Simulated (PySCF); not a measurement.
Compound: C₄H₄O₂.
Bonds: O1–C2 (double), C2–C3, C3–C4 (double), C4–C5, C5–O6, C2–C4. Hydrogens: H7 on C3; H8, H9 on C5; H10 on O6.

A GFN2-xTB structure was refined with PySCF 2.14.0, PBE0-D3(BJ)/def2-SVP geometry optimisation, gas phase. Its GFN2-xTB values:

| coordinate | GFN2-xTB |
| --- | --- |
| O1=C2 | 1.192 Å |
| C2–C3 | 1.424 Å |
| C2–C4 | 1.439 Å |
| C3–C4 | 1.355 Å |
| C3–H7 | 1.067 Å |
| C4–C5 | 1.472 Å |
| C5–O6 | 1.402 Å |
| C5–H8 | 1.096 Å |
| C5–H9 | 1.106 Å |
| O6–H10 | 0.965 Å |
| O1–C2–C3 | 152.8° |
| O1–C2–C4 | 150.7° |
| C2–C3–C4 | 62.3° |
| C2–C4–C3 | 61.2° |
| C2–C4–C5 | 151.6° |
| C3–C2–C4 | 56.5° |
| C3–C4–C5 | 147.1° |
| C4–C5–O6 | 114.0° |
| C3–C4–C5–O6 | 167° |

How do these coordinates change at the PBE0-D3(BJ)/def2-SVP level?

```csv
coordinate,PBE0-D3(BJ)/def2-SVP (Å or °),change
C3–H7,1.093,+0.026
C4–C5,1.483,+0.011
C5–O6,1.391,-0.011
O1=C2,1.200,+0.008
C5–H8,1.102,+0.006
C5–H9,1.112,+0.006
C3–C4,1.350,-0.005
O6–H10,0.964,-0.001
C2–C4,1.439,0.000
C2–C3,1.424,0.000
O1–C2–C4,151.1,+0.4
C3–C2–C4,56.3,-0.2
C3–C4–C5,146.9,-0.2
O1–C2–C3,152.6,-0.2
C2–C4–C3,61.3,+0.1
C2–C3–C4,62.4,+0.1
C2–C4–C5,151.7,+0.1
C4–C5–O6,114.0,0.0
C3–C4–C5–O6,164,-3
```

The energy falls by 0.73 kcal/mol over 12 energy and gradient evaluations, the largest force component goes from 0.0154 to 3.8e-04 Eh/bohr, and the atoms move by 0.037 Å rms after alignment. The bond that changes most is C3–H7 (unsaturated ring CH carbon to hydrogen on carbon), which lengthens by 0.026 Å. Bonds longer at the end by more than 0.005 Å: 5 of 10; shorter: 2. Rotational constants go from 7499, 2524, 1921 to 7524, 2495, 1910 MHz.

The run used 104 basis functions and 78 SCF cycles in all. On one thread, x86-64 server, shared host, this took 39 s wall.

Whether it is a minimum is left open (no frequencies). The numbers are those of one conformer.

The values belong to the conformer `[O:1]=[c:2]1[cH:3][c:4]1[CH2:5][OH:6]`: C3–C4–C5–O6 164°, H–O6–C5–C4 51°.
